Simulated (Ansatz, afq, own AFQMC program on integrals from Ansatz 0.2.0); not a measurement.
**Breaking Ge2–O3 in CH5ClGeO, singlet**

```xyz
9

C    -0.2639    1.1686   -0.3515
Ge   -0.2554   -0.6465    0.3237
O     1.3046   -1.1011    1.0279
Cl   -0.6404   -1.9528   -1.3708
H    -1.2519    1.4069   -0.7710
H    -0.0388    1.8724    0.4633
H     0.4897    1.2810   -1.1440
H    -1.2795   -0.9586    1.4178
H     2.0242   -1.1166    0.3875
```

Products: CH$_{4}$ClGe (doublet; CH3–GeH–Cl) and HO (doublet), each relaxed with PBE0/def2-SVP like the molecule; electronic energies without zero-point terms. Determinants: RHF, UHF and UHF in that order.

Basis def2-TZVP. Noble-gas cores (and the filled d shells of Ga–Kr and In–Xe) are frozen. Integrals, coupled cluster, full CI and functionals: Ansatz 0.2.0; the random walks run on the same integrals in our own AFQMC program. The CISD trial takes its coefficients from CCSD amplitudes. Released means that phaseless walkers are propagated on without the constraint, phases kept. Uncertainties: one standard error, sampling alone. No spin–orbit coupling. The errors of all members are added in quadrature.

No full CI on the walks' own integrals is used here. The released AFQMC energy serves as the reference, which it does only where one determinant dominates, the energy is flat over the last release times and near the phaseless one (40 meV or 2 meV an electron, half that with transition metals). On small molecules, where full CI could be run and the noise was under 10 meV, such values lay within 10 meV of it in 19 cases of 20, a flattering rate, since the rule was set on those same cases; what remains of the bias isn't in the error bar. Each member takes its own surest rung, up to full CI.

The best estimate is CCSD(T) at the basis-set limit (CBS: def2-TZVPP and def2-QZVPP, with their diffuse functions for anions and beside diffuse sets, CCSD(T) itself extrapolated) plus the step from CCSD(T) to AFQMC with the constraint released in def2-TZVP. Rows without CBS are in def2-TZVP; B2PLYP and the wave-function rows carry a basis error of their own. Core correlation and relativity beyond core potentials are missing, and ± holds the sampling alone.

Cautions: inner d shell frozen; no relativity below Rb; no spin-orbit coupling; CH₅ClGeO (singlet): the released value is read at 0.90 1/Eh with a noise of 21 meV, more than in the cases checked (meV from the phaseless value at times in 1/Eh: 3 ± 18 at 0.21, 21 ± 24 at 0.42, 43 ± 30 at 0.63, 21 ± 21 at 0.90); CH₄ClGe (doublet): the released value is read at 0.99 1/Eh with a noise of 17 meV, more than in the cases checked, later times being too noisy (meV from the phaseless value at times in 1/Eh: 4 ± 11 at 0.24, -14 ± 15 at 0.51, -15 ± 17 at 0.99, -34 ± 21 at 1.50).

```json
{"level": "CCSD", "bond energy (eV)": "4.588"}
{"level": "B3LYP", "bond energy (eV)": "4.417"}
{"level": "B2PLYP", "bond energy (eV)": "4.623"}
```

**Question.** From these cheaper values, estimate the bond energy at the level of the best estimate.

**Answer.** 4.779 ± 0.026 eV (best estimate, highest rung released AFQMC).

```csv
level,bond energy (eV),error against the best estimate (eV)
HF,3.282,-1.497 ± 0.026
MP2,5.028,0.249 ± 0.026
CCSD(T),4.699,-0.081 ± 0.026
ph-AFQMC/CISD,4.681 ± 0.024,-0.099 ± 0.036
released AFQMC,4.635 ± 0.026,-0.145
HF/CBS,3.286,-1.493 ± 0.026
MP2/CBS,5.180,0.400 ± 0.026
CCSD(T)/CBS,4.840,0.061 ± 0.026
PBE,4.593,-0.186 ± 0.026
r2SCAN,4.525,-0.255 ± 0.026
PBE0,4.512,-0.267 ± 0.026
wB97M-V,4.683,-0.096 ± 0.026
```

Correlation beyond CCSD(T) takes off 0.061 ± 0.026 eV. Going to the basis-set limit adds 0.142 eV at CCSD(T). The perturbative (T) step is worth +0.110 eV.

Best estimates are given only where the step beyond CCSD(T) is under 0.3 eV and no member's determinant is very poor (T1 over 0.05, or 0.07 for open shells, ⟨S²⟩ too high by 0.3, two states mixed), so the hardest cases are missing from such tables.

The functionals ran in a triple-zeta set and keep a basis error of their own, a few kJ/mol for each bond in atomization energies and more for double hybrids, so close places among them and the extrapolated levels can swap.

Each member of a difference takes its own highest rung, so a best estimate needn't equal the limit plus the step of one row. Released energies are given only where the last usable release times agree within the noise; a slower fall can still hide under it.
